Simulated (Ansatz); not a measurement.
fcc Cu was calculated with B3LYP (VWN-RPA form) (PAW; Ansatz, a quantum-chemistry and plane-wave program).

Run with plane-wave cutoff 460 eV, 16×16×16 k mesh, Fermi–Dirac smearing 0.05 eV, no spin polarisation, scalar-relativistic PAW data made under PBE.

Computed points:

```csv
V (Å³/atom),E − E_lowest (meV/atom),P (GPa)
11.926,12.51,6.66
12.236,3.09,3.14
12.553,0.00,0.07
12.867,2.43,-2.50
13.181,9.57,-4.73
```

### Question
Estimate the bulk modulus from the pressures at 12.236 and 12.867 Å³/atom, and compare it with a fit to all energies.

### Answer
B = −V dP/dV. Between V = 12.236 and 12.867 Å³/atom, dP/dV = (-2.50 − (3.14))/(12.867 − 12.236) = -8.94 GPa per Å³/atom; at the midpoint 12.552 Å³/atom this gives B ≈ 112 GPa. The third-order Birch–Murnaghan fit gives V0 = 12.562 Å³/atom, B0 = 111 GPa, B′ = 5.4, which lies within 1 % of that estimate.

Measured, for comparison: bulk modulus 144 GPa (0 K value with the zero-point phonon effect removed, our sources range from 140 to 145; as tabulated in Mejia-Rodriguez and Trickey (2018), arXiv:1807.09216); equilibrium volume per atom 11.62 Å³/atom (low-temperature or extrapolated to 0 K; zero-point anharmonic expansion removed; as tabulated in Csonka et al. (2009), arXiv:0903.4037). Computed (rounded) less measured: bulk modulus -23 % (-21 % to -23 % over the range), equilibrium volume per atom +8.1 %.

The computed numbers hold no vibrational or temperature effects.

The result took about 19 core-minutes (a rough figure).
